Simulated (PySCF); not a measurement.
C₂F₄. Atoms are numbered in the order given.

```xyz
6

F      0.0000     1.1018    -1.3861
C      0.0000     0.0000    -0.6670
F      0.0000    -1.1018    -1.3861
C      0.0000     0.0000     0.6670
F      0.0000    -1.1018     1.3861
F      0.0000     1.1018     1.3861
```
Charge 0, spin multiplicity 1.

Geometry optimised at r2SCAN-D4/def2-SVP.

These are PBE/def2-TZVP in PySCF values and carry that method's errors.

The molecule is in vacuum.

| Quantity | Result |
|---|---|
| total energy | -475.27460 hartree |
| point group | D2h |
| highest occupied level | -6.05 eV |
| lowest empty level | -0.32 eV |
| orbital gap | 5.73 eV |
| dipole moment | 0.000 e·Å |
| quadrupole, principal values (traceless, Buckingham form, about the centre of nuclear charge) | -1.25, -1.01, 2.26 D·Å |
| mean static polarisability | 27.6 bohr³ (4.09 Å³) |
| polarisability, principal values | 18.7, 27.8, 36.3 bohr³ |
